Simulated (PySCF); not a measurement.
Cartesian coordinates (Å):
```xyz
3

C      1.1636     0.0467     0.0000
C     -0.0490    -0.0920     0.0000
H     -1.1146     0.0454     0.0000
```
Charge 0, spin multiplicity 2.

Q: What highest occupied spin orbital, total energy and dipole moment does PBE-D3(BJ)/def2-TZVP (PySCF 2.14.0) give?

A: 
The highest occupied spin orbital is -7.33 eV and the total energy is -76.5336 Ha. The dipole moment is 0.97 D.
